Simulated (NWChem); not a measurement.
System: CH₃O cation; SMILES [OH+]=C

All runs: NWChem. Pople sets run with spherical d functions. STO-3G and 3-21G are far too small for this property and stand as cheap habits. Geometry: optimised at PBE-D3(BJ)/def2-SVP. B3LYP is NWChem's, with the RPA form of VWN correlation. Field at 589 nm.

Problem. Order these by “anisotropy (bohr³)”, lowest first: B3LYP/def2-TZVPD; B3LYP/6-31G*; B3LYP/def2-SVP.

Solution. B3LYP/def2-TZVPD (7.6), B3LYP/def2-SVP (8.9), B3LYP/6-31G* (9.5)
